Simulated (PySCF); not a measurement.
SCF from a fresh guess for singlet ClH₃, at the PBE0 minimum. PySCF input:

```python
from pyscf import gto, scf, dft
mol = gto.M(atom='''
Cl    -0.000000    -0.000000    -0.041269
H      0.000000     0.000000     1.233354
H      1.581859    -0.000000     0.099288
H     -1.581859     0.000000     0.099288''',
    basis={'Cl': 'def2-TZVP', 'H': 'def2-TZVP'},
    charge=0, spin=0)
mf = dft.RKS(mol, xc='PBE0')
mf.grids.atom_grid = (50, 194)
aux = {'Cl': 'def2-universal-JKFIT', 'H': 'def2-universal-JKFIT'}
mf = mf.density_fit(auxbasis=aux)
mf.conv_tol = 1e-08
mf.diis_space = 10
mf.max_cycle = 60
mf.init_guess = 'minao'
mf.verbose = 4
mf.kernel()
```

Excerpt of the output (cycles and frontier levels):

```
init E= -461.735502271475
  HOMO = -0.192164748254353  LUMO = -0.0175899053464149  gap/eV = 4.75042
cycle= 1 E= -461.660271407178  delta_E= 0.0752  |g|= 0.162  |ddm|= 1.53
  HOMO = -0.205050201280208  LUMO = -0.0368955712570944  gap/eV = 4.57572
cycle= 2 E= -461.666067825162  delta_E= -0.0058  |g|= 0.0878  |ddm|= 0.267
  HOMO = -0.208137219618244  LUMO = -0.0187593072906935  gap/eV = 5.15324
cycle= 3 E= -461.668202810401  delta_E= -0.00213  |g|= 0.0189  |ddm|= 0.0831
  HOMO = -0.209176446634899  LUMO = -0.0186354239248097  gap/eV = 5.18489
cycle= 4 E= -461.668282862637  delta_E= -8.01e-05  |g|= 0.00199  |ddm|= 0.0127
  HOMO = -0.209112386500529  LUMO = -0.0187567832588158  gap/eV = 5.17984
cycle= 5 E= -461.668284595484  delta_E= -1.73e-06  |g|= 0.00159  |ddm|= 0.00773
  HOMO = -0.20900564522201  LUMO = -0.0186554357674531  gap/eV = 5.17969
cycle= 6 E= -461.668285238854  delta_E= -6.43e-07  |g|= 0.000176  |ddm|= 0.00177
  HOMO = -0.209021041756991  LUMO = -0.0186335356720875  gap/eV = 5.18071
cycle= 7 E= -461.668285271379  delta_E= -3.25e-08  |g|= 2.87e-05  |ddm|= 0.000999
  HOMO = -0.209016643010294  LUMO = -0.0186327105653916  gap/eV = 5.18061
cycle= 8 E= -461.668285272522  delta_E= -1.14e-09  |g|= 5.81e-06  |ddm|= 0.000219
  HOMO = -0.209016490708436  LUMO = -0.0186313482396905  gap/eV = 5.18064
Extra cycle  E= -461.668285272531  delta_E= -8.64e-12  |g|= 5.31e-06  |ddm|= 1.64e-05
converged SCF energy = -461.668285272531
```

No lower solution of this spin was found by a stability analysis within the restricted form, which does not test spin polarisation.

The search for the lowest solution, with the stability check, took 2.1 s on 2 threads of a shared Arm Neoverse N1 host, with 55 basis functions; the process peaked at 0.26 GiB.
